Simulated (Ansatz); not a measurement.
Worked example: correlation energy of [Br···H···S], triplet

Geometry: a point of a hydrogen-transfer path between rigid fragments, not a stationary point.

```yaml
atoms:
  - { symbol: Br, position_ang: [0.0000, 0.0000, -1.9033] }
  - { symbol: H, position_ang: [0.0000, 0.0000, 0.2047] }
  - { symbol: S, position_ang: [0.0000, 0.0000, 1.6987] }
```

Basis cc-pVDZ; Ansatz 0.2.0. Correlated methods freeze the noble-gas cores and the filled d shells of p-block atoms, which leaves 14 electrons in 31 orbitals. Prefix R: restricted or restricted open-shell reference; prefix U: unrestricted. No spin–orbit coupling is included, and no scalar relativity.

Full CI isn't at hand for all of this; UCCSDT(Q) serves as the reference, and is uncertain by about the last step of the cluster series.

Runs differ by some tens of microhartree through their thresholds and, for an open shell, their frozen cores, so steps under 0.03 kcal/mol mean nothing.

```tsv
level	total energy (hartree)
UHF	-2970.437839
UMP2	-2970.650191
UCCSD	-2970.686075
UCCSD(T)	-2970.690182
UCCSDT	-2970.690911
UCCSDT(Q)	-2970.691285
```

Problem. What is the correlation energy at UCCSDT(Q), and what share of it do UMP2 and UCCSD(T) recover?

Solution. E(corr) = -2970.691285 − (-2970.437839) = -0.253446 hartree = -6.897 eV. UMP2: -0.212352 / -0.253446 = 83.79 %. UCCSD(T): -0.252343 / -0.253446 = 99.56 %.

Problem. By how many kcal/mol does UCCSD(T) miss UCCSDT(Q) (1 hartree = 627.509 kcal/mol), and which steps make up the rest?

Solution. -2970.690182 − (-2970.691285) = 0.001103 hartree = 0.69 kcal/mol. Steps: UCCSDT − UCCSD(T) = -0.46, UCCSDT(Q) − UCCSDT = -0.23 kcal/mol. That is within 1 kcal/mol of the reference in this basis, which itself misses far more of the correlation at the basis-set limit.
